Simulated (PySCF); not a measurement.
Gas-phase reaction: HSiNH2 + 2 NH3 + Si2H6 ⇌ 3 H3SiNH2

Energies from PySCF, thermal terms from the rigid-rotor harmonic-oscillator model, ideal gas at 1 bar. † marks an energy on the PBE0/def2-TZVP geometry and frequencies. MP2 freezes the core. All species are closed-shell singlets. HSiNH2, H3SiNH2: computed as isolated molecules; such fragments, hydroxides, amides, oligomers or adducts are transient or little studied in the gas. MP2 isn't extrapolated to the basis-set limit.

PBE/def2-TZVP† gives ΔH°(298 K) = -206 kJ.

Question: What do MP2/def2-SVP†, BLYP/def2-TZVP†, ωB97X-V/def2-TZVP† give?

Answer: MP2/def2-SVP†: -240 kJ; BLYP/def2-TZVP†: -205 kJ; ωB97X-V/def2-TZVP†: -252 kJ. For scale, ΔH°(298 K) is -206 kJ at this level, -242 kJ at ωB97M-V/def2-TZVP†, and runs from -267 to -203 kJ over the 19 levels computed.
